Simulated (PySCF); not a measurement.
Delta-SCF ions had no search for a lower state. 

Z-matrix (Å, degrees):
```
S
H 1 1.3488
H 1 1.3488 2 92.10
```
Charge 0, multiplicity 1.

Problem. What vertical ionisation energy (Delta-SCF), LUMO, dipole moment, HOMO and total energy does PySCF with PBE-D3(BJ)/def2-TZVP // PBE0-D3(BJ)/def2-SVP give?

Solution. 
```json
{
  "vertical ionisation energy (Delta-SCF)": "10.35 eV",
  "LUMO": "-0.48 eV",
  "dipole_moment": "1.13 D",
  "HOMO": "-6.19 eV",
  "total_energy": "-399.2275 Ha"
}
```
